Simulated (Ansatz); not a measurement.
# NH₄+ with HF: superposition error and deformation, part 2 of 3

Ansatz 0.2.0, Gaussian basis. The steps go on from the part before.

**13. CCSD(T)/def2-TZVPPD**

The inputs:

a/in.yaml

```yaml
crystal:
  periodic: [false, false, false]
  atoms:
    - {symbol: N, position_ang: [0.003604, 0.039817, -0.906711]}
    - {symbol: H, position_ang: [-0.055884, 0.062674, 0.126327]}
    - {symbol: H, position_ang: [-0.424211, -0.820981, -1.253181]}
    - {symbol: H, position_ang: [0.985104, 0.065178, -1.189867]}
    - {symbol: H, position_ang: [-0.484065, 0.844125, -1.304925]}
basis:
  gaussian: {orbitals: "def2-TZVPPD.json"}
total_charge: 1
correlation: {method: ccsd_t}
```

b/in.yaml

```yaml
crystal:
  periodic: [false, false, false]
  atoms:
    - {symbol: F, position_ang: [0.091805, -0.202692, 1.825074]}
    - {symbol: H, position_ang: [-0.116354, 0.011979, 2.703182]}
basis:
  gaussian: {orbitals: "def2-TZVPPD.json"}
correlation: {method: ccsd_t}
```

One command serves all of them, each in its own folder.

On the command line:

```console
$ ansatz run in.yaml --threads 2 --pin off --events-out ev --progress --plain --max-ram 5222MiB
```

Log of a, cut to the lines that bear on the results:

```text
Functional definition: HF
  name "HF"
  cite "Fock, Z. Phys. 61, 126 (1930) doi:10.1007/BF01340294"
  parent pbe
[...]
585 factors; integrals over basis functions are off by at most 7.8e-4 eV
[...]
mean field -1539.23447352 eV, -56.5658235711 hartree, gradient 2.2e-6 eV, S^2 0.000000; 0 other end points of the search recorded, 0 dependent functions left out
1 core orbitals not correlated: weight in the atoms' cores, before any rotation towards them, 1.000 or more for the frozen orbitals, at most 0.000 for the correlated occupied ones
reference -1539.23447352 eV, -56.5658235711 hartree; 4, 4 occupied and 100, 100 virtual orbitals, 585 factors
second order -6.23272418 eV of doubles, -0.00000000 eV of singles
cycle   1  -6.50231791 eV  change   -2.7e-1 eV  update   3.6e-2
[...]
cycle   8  -6.65139496 eV  change   -2.0e-6 eV  update   1.1e-6
perturbative correction -0.17930915 eV, -0.0065894896 hartree
Total energy: -1546.06517762 eV, -56.8168473170 hartree
```

Log of b, cut to the lines that bear on the results:

```text
[... 4 set-up lines as earlier in the session ...]
[...]
352 factors; integrals over basis functions are off by at most 1.2e-3 eV
[...]
mean field -2722.92739483 eV, -100.0657360934 hartree, gradient 1.7e-6 eV, S^2 0.000000; 0 other end points of the search recorded, 0 dependent functions left out
1 core orbitals not correlated: weight in the atoms' cores, before any rotation towards them, 1.000 or more for the frozen orbitals, at most 0.000 for the correlated occupied ones
reference -2722.92739483 eV, -100.0657360934 hartree; 4, 4 occupied and 52, 52 virtual orbitals, 352 factors
second order -7.44492196 eV of doubles, -0.00000000 eV of singles
cycle   1  -7.34979693 eV  change    9.5e-2 eV  update   4.7e-2
[...]
cycle   9  -7.49792104 eV  change    1.9e-6 eV  update   1.5e-6
perturbative correction -0.18599895 eV, -0.0068353354 hartree
Total energy: -2730.61131482 eV, -100.3481149448 hartree
```

Times: 1.4 s (a), 0.3 s (b) on 2 threads of Intel Xeon Platinum 8488C, shared host.

**14. Relaxing NH₄+ alone**

File relax-a/in.yaml:

```yaml
crystal:
  periodic: [false, false, false]
  atoms:
    - {symbol: N, position_ang: [0.003604, 0.039817, -0.906711]}
    - {symbol: H, position_ang: [-0.055884, 0.062674, 0.126327]}
    - {symbol: H, position_ang: [-0.424211, -0.820981, -1.253181]}
    - {symbol: H, position_ang: [0.985104, 0.065178, -1.189867]}
    - {symbol: H, position_ang: [-0.484065, 0.844125, -1.304925]}
basis:
  gaussian: {orbitals: def2-TZVP}
total_charge: 1
hamiltonian: {xc: pbe0, dispersion: d4}
relax: {f_tol: 0.005, max_steps: 200}
```

On the command line:

```console
$ ansatz run in.yaml --threads 2 --pin off --events-out ev --progress --plain --max-ram 5222MiB
```

Standard output, cut to the lines that bear on the results:

```text
[... 5 set-up lines as earlier in the session ...]
[...]
331 factors; their error is unknown
[...]
mean field -1547.06996956 eV, -56.8537727398 hartree, gradient 5.6e-6 eV, S^2 0.000000; 0 other end points of the search recorded, 0 dependent functions left out
[...]
Atom 1 at    -0.057522     0.065197     0.115655 Å, force    -0.000016     0.000016     0.000059 eV/Å
Atom 2 at    -0.425723    -0.823781    -1.251132 Å, force    -0.000031    -0.000033    -0.000014 eV/Å
Atom 3 at     0.988355     0.065253    -1.188224 Å, force     0.000043     0.000013    -0.000013 eV/Å
Atom 4 at    -0.485470     0.845981    -1.298986 Å, force    -0.000030     0.000045    -0.000009 eV/Å
Dipole moment:     0.000001    -0.000001    -0.000000 e Å
```

Wall time 1.2 s (2 threads of Intel Xeon Platinum 8488C, shared host).

Along the way:

```tsv
step	energy from step 1 (eV)	largest force component (eV/Å)
1	0.0000	0.4705
2	-0.0031	0.1239
3	-0.0033	0.0117
4	-0.0033	0.0001
```

Distances of close pairs at the start and the end, largest changes first:

```tsv
bond	before (Å)	after (Å)	change (Å)
N1–H2	1.035	1.024	-0.011
N1–H5	1.021	1.024	+0.002
N1–H3	1.022	1.024	+0.002
N1–H4	1.022	1.024	+0.002
```

**15. Relaxing HF alone**

File relax-b/in.yaml:

```yaml
crystal:
  periodic: [false, false, false]
  atoms:
    - {symbol: F, position_ang: [0.091805, -0.202692, 1.825074]}
    - {symbol: H, position_ang: [-0.116354, 0.011979, 2.703182]}
basis:
  gaussian: {orbitals: def2-TZVP}
hamiltonian: {xc: pbe0, dispersion: d4}
relax: {f_tol: 0.005, max_steps: 200}
```

On the command line:

```console
$ ansatz run in.yaml --threads 2 --pin off --events-out ev --progress --plain --max-ram 5222MiB
```

Standard output, cut to the lines that bear on the results:

```text
[... 5 set-up lines as earlier in the session ...]
[...]
200 factors; their error is unknown
[...]
mean field -2731.79998894 eV, -100.3917979130 hartree, gradient 6.9e-6 eV, S^2 0.000000; 0 other end points of the search recorded, 0 dependent functions left out
[...]
reference -2731.80170839 eV, -100.3918611015 hartree; 5, 5 occupied and 32, 32 virtual orbitals, 200 factors
Total energy: -2731.80322167 eV, -100.3919167136 hartree
Atom 0 at     0.090952    -0.201812     1.828672 Å, force     0.000414    -0.000427    -0.001745 eV/Å
Atom 1 at    -0.115501     0.011099     2.699584 Å, force    -0.000414     0.000427     0.001745 eV/Å
Dipole moment:    -0.089943     0.092756     0.379419 e Å
```

Run time: 0.45 s. Hardware: 2 threads of Intel Xeon Platinum 8488C, shared host.

Along the way:

```tsv
step	energy from step 1 (eV)	largest force component (eV/Å)
1	0.0000	0.4233
2	-0.0016	0.0882
3	-0.0017	0.0017
```

The bond:

```tsv
bond	before (Å)	after (Å)	change (Å)
F1–H2	0.928	0.920	-0.008
```

**16. PBE-D4/def2-TZVPPD**

File free-a/in.yaml:

```yaml
crystal:
  periodic: [false, false, false]
  atoms:
    - {symbol: N, position_ang: [0.004909, 0.038164, -0.905671]}
    - {symbol: H, position_ang: [-0.057522, 0.065197, 0.115655]}
    - {symbol: H, position_ang: [-0.425723, -0.823781, -1.251132]}
    - {symbol: H, position_ang: [0.988355, 0.065253, -1.188224]}
    - {symbol: H, position_ang: [-0.485470, 0.845981, -1.298986]}
basis:
  gaussian: {orbitals: "def2-TZVPPD.json"}
total_charge: 1
hamiltonian: {xc: pbe, dispersion: d4}
```

File free-b/in.yaml:

```yaml
crystal:
  periodic: [false, false, false]
  atoms:
    - {symbol: F, position_ang: [0.090952, -0.201812, 1.828672]}
    - {symbol: H, position_ang: [-0.115501, 0.011099, 2.699584]}
basis:
  gaussian: {orbitals: "def2-TZVPPD.json"}
hamiltonian: {xc: pbe, dispersion: d4}
```

One command serves all of them, each in its own folder.

On the command line:

```console
$ ansatz run in.yaml --threads 2 --pin off --events-out ev --progress --plain --max-ram 5222MiB
```

Log of free-a, cut to the lines that bear on the results:

```text
[... 4 set-up lines as earlier in the session ...]
[...]
415 factors; their error is unknown
[...]
mean field -1546.93296968 eV, -56.8487380870 hartree, gradient 1.3e-5 eV, S^2 0.000000; 0 other end points of the search recorded, 0 dependent functions left out
reference -1546.93299049 eV, -56.8487388515 hartree; 5, 5 occupied and 100, 100 virtual orbitals, 415 factors
Total energy: -1546.94365406 eV, -56.8491307305 hartree
```

Output in free-b, cut to the lines that bear on the results:

```text
[... 4 set-up lines as earlier in the session ...]
[...]
256 factors; their error is unknown
[...]
mean field -2731.92961641 eV, -100.3965616345 hartree, gradient 3.7e-5 eV, S^2 0.000000; 0 other end points of the search recorded, 0 dependent functions left out
reference -2731.92965412 eV, -100.3965630205 hartree; 5, 5 occupied and 52, 52 virtual orbitals, 256 factors
Total energy: -2731.93154800 eV, -100.3966326191 hartree
```

Times: 0.35 s (free-a), 0.15 s (free-b) on 2 threads of Intel Xeon Platinum 8488C, shared host.

**17. r2SCAN-D4/def2-TZVPPD**

Each input of step 16 (free-a, free-b) changes in the same lines:

```diff
-hamiltonian: {xc: pbe, dispersion: d4}
+hamiltonian: {xc: r2scan, dispersion: d4}
```

Each run has its own folder and the same command.

On the command line:

```console
$ ansatz run in.yaml --threads 2 --pin off --events-out ev --progress --plain --max-ram 5222MiB
```

Output in free-a, cut to the lines that bear on the results:

```text
[... 5 set-up lines as earlier in the session ...]
[...]
415 factors; their error is unknown
[...]
mean field -1548.03150711 eV, -56.8891085928 hartree, gradient 4.9e-5 eV, S^2 0.000000; 0 other end points of the search recorded, 0 dependent functions left out
reference -1548.03151273 eV, -56.8891087994 hartree; 5, 5 occupied and 100, 100 virtual orbitals, 415 factors
Total energy: -1548.03405655 eV, -56.8892022832 hartree
```

Output in free-b, cut to the lines that bear on the results:

```text
[... 5 set-up lines as earlier in the session ...]
[...]
256 factors; their error is unknown
[...]
mean field -2733.34937592 eV, -100.4487368343 hartree, gradient 7.1e-6 eV, S^2 0.000000; 0 other end points of the search recorded, 0 dependent functions left out
reference -2733.34938902 eV, -100.4487373156 hartree; 5, 5 occupied and 52, 52 virtual orbitals, 256 factors
Total energy: -2733.34984655 eV, -100.4487541296 hartree
```

They took 0.65 s (free-a), 0.35 s (free-b) on 2 threads of Intel Xeon Platinum 8488C, shared host.

**18. PBE0-D4/def2-TZVPPD**

The same edit goes into each in.yaml of step 17 (free-a, free-b):

```diff
-hamiltonian: {xc: r2scan, dispersion: d4}
+hamiltonian: {xc: pbe0, dispersion: d4}
+output: {orbitals: {seedname: orbitals}}
```

The same command starts each run, in its folder.

On the command line:

```console
$ ansatz run in.yaml --threads 2 --pin off --events-out ev --progress --plain --max-ram 5222MiB
```

Output in free-a, cut to the lines that bear on the results:

```text
[... 5 set-up lines as earlier in the session ...]
[...]
415 factors; their error is unknown
[...]
mean field -1547.15296462 eV, -56.8568227517 hartree, gradient 5.6e-5 eV, S^2 0.000000; 0 other end points of the search recorded, 0 dependent functions left out
reference -1547.15298033 eV, -56.8568233293 hartree; 5, 5 occupied and 100, 100 virtual orbitals, 415 factors
Total energy: -1547.16152437 eV, -56.8571373169 hartree
```

free-b printed, cut to the lines that bear on the results:

```text
[... 5 set-up lines as earlier in the session ...]
[...]
256 factors; their error is unknown
[...]
mean field -2731.92136608 eV, -100.3962584405 hartree, gradient 2.9e-5 eV, S^2 0.000000; 0 other end points of the search recorded, 0 dependent functions left out
reference -2731.92139421 eV, -100.3962594742 hartree; 5, 5 occupied and 52, 52 virtual orbitals, 256 factors
Total energy: -2731.92290749 eV, -100.3963150864 hartree
```

They took 0.4 s (free-a), 0.15 s (free-b) on 2 threads of Intel Xeon Platinum 8488C, shared host.

**19. B3LYP-D4/def2-TZVPPD**

The same edit goes into each in.yaml of step 18 (free-a, free-b):

```diff
-hamiltonian: {xc: pbe0, dispersion: d4}
-output: {orbitals: {seedname: orbitals}}
+hamiltonian: {xc: {name: B3LYP}, dispersion: d4}
```

Each run has its own folder and the same command.

On the command line:

```console
$ ansatz run in.yaml --threads 2 --pin off --events-out ev --progress --plain --max-ram 5222MiB
```

Log of free-a, cut to the lines that bear on the results:

```text
[... 6 set-up lines as earlier in the session ...]
[...]
415 factors; their error is unknown
[...]
mean field -1549.06684754 eV, -56.9271566520 hartree, gradient 8.7e-5 eV, S^2 0.000000; 0 other end points of the search recorded, 0 dependent functions left out
reference -1549.06698329 eV, -56.9271616407 hartree; 5, 5 occupied and 100, 100 virtual orbitals, 415 factors
Total energy: -1549.08390863 eV, -56.9277836355 hartree
```

Output in free-b, cut to the lines that bear on the results:

```text
[... 6 set-up lines as earlier in the session ...]
[...]
256 factors; their error is unknown
[...]
mean field -2734.61342095 eV, -100.4951896323 hartree, gradient 8.3e-5 eV, S^2 0.000000; 0 other end points of the search recorded, 0 dependent functions left out
reference -2734.61359622 eV, -100.4951960734 hartree; 5, 5 occupied and 52, 52 virtual orbitals, 256 factors
Total energy: -2734.61658591 eV, -100.4953059427 hartree
```

Times: 0.4 s (free-a), 0.2 s (free-b) on 2 threads of Intel Xeon Platinum 8488C, shared host.

**20. wB97X-V/def2-TZVPPD**

Each input of step 19 (free-a, free-b) changes in the same lines:

```diff
-hamiltonian: {xc: {name: B3LYP}, dispersion: d4}
+hamiltonian: {xc: {name: wB97X-V}}
```

The same command starts each run, in its folder.

On the command line:

```console
$ ansatz run in.yaml --threads 2 --pin off --events-out ev --progress --plain --max-ram 5222MiB
```

free-a printed, cut to the lines that bear on the results:

```text
[... 5 set-up lines as earlier in the session ...]
[...]
      + integral(e_c_pw_opposite_spin*poly(b97_u_opposite, cos0, cos1)) + vv10(b, c)
415 factors; their error is unknown
143 factors; integrals over basis functions are off by at most 1.4e-5 eV
[...]
mean field -1548.40792733 eV, -56.9029417807 hartree, gradient 1.0e-5 eV, S^2 0.000000; 0 other end points of the search recorded, 0 dependent functions left out
reference -1548.40792632 eV, -56.9029417438 hartree; 5, 5 occupied and 100, 100 virtual orbitals, 415 factors
Total energy: -1548.40792632 eV, -56.9029417438 hartree
```

free-b printed, cut to the lines that bear on the results:

```text
[... 5 set-up lines as earlier in the session ...]
[...]
      + integral(e_c_pw_opposite_spin*poly(b97_u_opposite, cos0, cos1)) + vv10(b, c)
256 factors; their error is unknown
78 factors; integrals over basis functions are off by at most 2.5e-5 eV
[...]
mean field -2733.56425872 eV, -100.4566336314 hartree, gradient 1.3e-5 eV, S^2 0.000000; 0 other end points of the search recorded, 0 dependent functions left out
reference -2733.56425689 eV, -100.4566335643 hartree; 5, 5 occupied and 52, 52 virtual orbitals, 256 factors
Total energy: -2733.56425689 eV, -100.4566335643 hartree
```

Wall times: 1.1 s (free-a), 0.4 s (free-b) on 2 threads of Intel Xeon Platinum 8488C, shared host.

**21. wB97M-V/def2-TZVPPD**

Each input of step 20 (free-a, free-b) changes in the same lines:

```diff
-hamiltonian: {xc: {name: wB97X-V}}
+hamiltonian: {xc: {name: wB97M-V}}
```

One command serves all of them, each in its own folder.

On the command line:

```console
$ ansatz run in.yaml --threads 2 --pin off --events-out ev --progress --plain --max-ram 5222MiB
```

Log of free-a, cut to the lines that bear on the results:

```text
[... 5 set-up lines as earlier in the session ...]
  # Of w^i u^j: cxij and so on, Table III.
[...]
  gx(w, u) = 1 - cx + cx01*u + cx10*w
[...]
      + integral(e_c_pw_mod_opposite_spin*gos(b97_w_opposite, b97_u_opposite)) + vv10(b, c)
415 factors; their error is unknown
143 factors; integrals over basis functions are off by at most 1.4e-5 eV
[...]
mean field -1547.96940991 eV, -56.8868265627 hartree, gradient 5.0e-5 eV, S^2 0.000000; 0 other end points of the search recorded, 0 dependent functions left out
reference -1547.96943520 eV, -56.8868274921 hartree; 5, 5 occupied and 100, 100 virtual orbitals, 415 factors
Total energy: -1547.96943520 eV, -56.8868274921 hartree
```

Log of free-b, cut to the lines that bear on the results:

```text
[... 5 set-up lines as earlier in the session ...]
  # Of w^i u^j: cxij and so on, Table III.
[...]
  gx(w, u) = 1 - cx + cx01*u + cx10*w
[...]
      + integral(e_c_pw_mod_opposite_spin*gos(b97_w_opposite, b97_u_opposite)) + vv10(b, c)
256 factors; their error is unknown
78 factors; integrals over basis functions are off by at most 2.5e-5 eV
[...]
mean field -2733.75173346 eV, -100.4635232013 hartree, gradient 6.5e-5 eV, S^2 0.000000; 0 other end points of the search recorded, 0 dependent functions left out
reference -2733.75177817 eV, -100.4635248443 hartree; 5, 5 occupied and 52, 52 virtual orbitals, 256 factors
Total energy: -2733.75177817 eV, -100.4635248443 hartree
```

Times: 1.1 s (free-a), 0.35 s (free-b) on 2 threads of Intel Xeon Platinum 8488C, shared host.

**22. B2PLYP/def2-TZVPPD**

The same edit goes into each in.yaml of step 21 (free-a, free-b):

```diff
-hamiltonian: {xc: {name: wB97M-V}}
+hamiltonian: {xc: {name: B2PLYP}}
```

The same command starts each run, in its folder.

On the command line:

```console
$ ansatz run in.yaml --threads 2 --pin off --events-out ev --progress --plain --max-ram 5222MiB
```

Output in free-a, cut to the lines that bear on the results:

```text
[... 5 set-up lines as earlier in the session ...]
[...]
585 factors; integrals over basis functions are off by at most 6.6e-4 eV
[...]
mean field -1545.66000085 eV, -56.8019573452 hartree, gradient 4.6e-6 eV, S^2 0.000000; 0 other end points of the search recorded, 0 dependent functions left out
1 core orbitals not correlated: weight in the atoms' cores, before any rotation towards them, 1.000 or more for the frozen orbitals, at most 0.000 for the correlated occupied ones
reference -1545.66008781 eV, -56.8019605411 hartree; 4, 4 occupied and 100, 100 virtual orbitals, 585 factors
second order -7.37097369 eV of doubles, -0.00000000 eV of singles
Total energy: -1547.65025071 eV, -56.8750976785 hartree
```

Log of free-b, cut to the lines that bear on the results:

```text
[... 5 set-up lines as earlier in the session ...]
[...]
352 factors; integrals over basis functions are off by at most 1.1e-3 eV
[...]
mean field -2730.77282923 eV, -100.3540504900 hartree, gradient 3.2e-6 eV, S^2 0.000000; 0 other end points of the search recorded, 0 dependent functions left out
1 core orbitals not correlated: weight in the atoms' cores, before any rotation towards them, 1.000 or more for the frozen orbitals, at most 0.000 for the correlated occupied ones
reference -2730.77293492 eV, -100.3540543738 hartree; 4, 4 occupied and 52, 52 virtual orbitals, 352 factors
second order -8.70928307 eV of doubles, -0.00000000 eV of singles
Total energy: -2733.12444135 eV, -100.4404706411 hartree
```

Times: 0.65 s (free-a), 0.25 s (free-b) on 2 threads of Intel Xeon Platinum 8488C, shared host.

**23. BLYP-D4/def2-TZVPPD**

The same edit goes into each in.yaml of step 22 (free-a, free-b):

```diff
-hamiltonian: {xc: {name: B2PLYP}}
+hamiltonian: {xc: {name: BLYP}, dispersion: d4}
```

One command serves all of them, each in its own folder.

On the command line:

```console
$ ansatz run in.yaml --threads 2 --pin off --events-out ev --progress --plain --max-ram 5222MiB
```

Output in free-a, cut to the lines that bear on the results:

```text
[... 4 set-up lines as earlier in the session ...]
[...]
415 factors; their error is unknown
[...]
mean field -1548.25647709 eV, -56.8973760873 hartree, gradient 2.0e-5 eV, S^2 0.000000; 0 other end points of the search recorded, 0 dependent functions left out
reference -1548.25665718 eV, -56.8973827053 hartree; 5, 5 occupied and 100, 100 virtual orbitals, 415 factors
Total energy: -1548.28237960 eV, -56.8983279869 hartree
```

Output in free-b, cut to the lines that bear on the results:

```text
[... 4 set-up lines as earlier in the session ...]
[...]
256 factors; their error is unknown
[...]
mean field -2734.32855338 eV, -100.4847209421 hartree, gradient 4.1e-5 eV, S^2 0.000000; 0 other end points of the search recorded, 0 dependent functions left out
reference -2734.32879011 eV, -100.4847296420 hartree; 5, 5 occupied and 52, 52 virtual orbitals, 256 factors
Total energy: -2734.33337208 eV, -100.4848980264 hartree
```

Times: 0.35 s (free-a), 0.2 s (free-b) on 2 threads of Intel Xeon Platinum 8488C, shared host.

**24. revPBE-D4/def2-TZVPPD**

Each input of step 23 (free-a, free-b) changes in the same lines:

```diff
-hamiltonian: {xc: {name: BLYP}, dispersion: d4}
+hamiltonian: {xc: {name: revPBE}, dispersion: d4}
```

One command serves all of them, each in its own folder.

On the command line:

```console
$ ansatz run in.yaml --threads 2 --pin off --events-out ev --progress --plain --max-ram 5222MiB
```

Output in free-a, cut to the lines that bear on the results:

```text
[... 4 set-up lines as earlier in the session ...]
[...]
415 factors; their error is unknown
[...]
mean field -1548.54962216 eV, -56.9081489696 hartree, gradient 6.3e-5 eV, S^2 0.000000; 0 other end points of the search recorded, 0 dependent functions left out
reference -1548.54964753 eV, -56.9081499021 hartree; 5, 5 occupied and 100, 100 virtual orbitals, 415 factors
Total energy: -1548.60063744 eV, -56.9100237468 hartree
```

free-b printed, cut to the lines that bear on the results:

```text
[... 4 set-up lines as earlier in the session ...]
[...]
256 factors; their error is unknown
[...]
mean field -2733.67829545 eV, -100.4608244041 hartree, gradient 5.0e-6 eV, S^2 0.000000; 0 other end points of the search recorded, 0 dependent functions left out
reference -2733.67834233 eV, -100.4608261267 hartree; 5, 5 occupied and 52, 52 virtual orbitals, 256 factors
Total energy: -2733.68776451 eV, -100.4611723854 hartree
```

Times: 0.45 s (free-a), 0.15 s (free-b) on 2 threads of Intel Xeon Platinum 8488C, shared host.

(Continued in part 3 of 3.)
